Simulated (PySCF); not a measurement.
## NH⁻, doublet: vertical spin and charge gaps

Geometry (PBE0/def2-TZVPD stationary point for this spin):

```xyz
2

N     0.0000    0.0000    0.0000
H     0.0000    0.0000    1.0366
```

Basis aug-cc-pVDZ; PySCF 2.14.0. Only valence electrons are correlated (noble-gas cores frozen). Prefix R: restricted or restricted open-shell reference; prefix U: unrestricted.

Gaps are energies of the second state less the first, at fixed atoms, for a selection of the levels run; mean-field and cluster levels share one orbital occupation for each state, and full CI takes the lowest of the symmetries tried.

The highest occupied Kohn–Sham level of the anion is positive, up to +2.92 eV, so in those functionals the extra electron is held by the basis alone, which enters their differences from the reference.

Task: PBE gives 0.501 eV for removing an electron, to the triplet. Estimate what RCCSDT gives in aug-cc-pVDZ.

Result: RCCSDT in aug-cc-pVDZ gives 0.067 eV, so against it PBE is off by 0.434 eV, of which a good part can be the reference's own basis and frozen-core error.

```json
{"level": "RHF", "gap (eV)": "-1.408", "error (meV)": "-1475"}
{"level": "UHF", "gap (eV)": "-1.477", "error (meV)": "-1544"}
{"level": "RMP2", "gap (eV)": "0.119", "error (meV)": "52"}
{"level": "UMP2", "gap (eV)": "0.089", "error (meV)": "22"}
{"level": "RCCSD", "gap (eV)": "-0.049", "error (meV)": "-116"}
{"level": "UCCSD", "gap (eV)": "-0.050", "error (meV)": "-117"}
{"level": "RCCSD(T)", "gap (eV)": "0.059", "error (meV)": "-8"}
{"level": "UCCSD(T)", "gap (eV)": "0.056", "error (meV)": "-11"}
{"level": "UCCSDT", "gap (eV)": "0.066", "error (meV)": "-1"}
{"level": "r2SCAN", "gap (eV)": "0.274", "error (meV)": "207"}
{"level": "PBE0", "gap (eV)": "0.212", "error (meV)": "145"}
{"level": "B3LYP", "gap (eV)": "0.460", "error (meV)": "393"}
{"level": "wB97M-V", "gap (eV)": "0.307", "error (meV)": "240"}
{"level": "B2PLYP", "gap (eV)": "0.271", "error (meV)": "204"}
```

Wrong sign: RHF, UHF, RCCSD, UCCSD.

In so small a basis the reference is far from its limit while semilocal and hybrid functionals are nearer theirs (RPA and double hybrids share part of the reference's basis error), so the functionals' errors here hold much of the reference's basis and frozen-core error, which can add to them or hide them.

Full CI isn't at hand for all of this; RCCSDT serves as the reference. It lacks quadruple excitations. The frozen core follows each run's orbitals, which can shift R against U totals by a few meV.
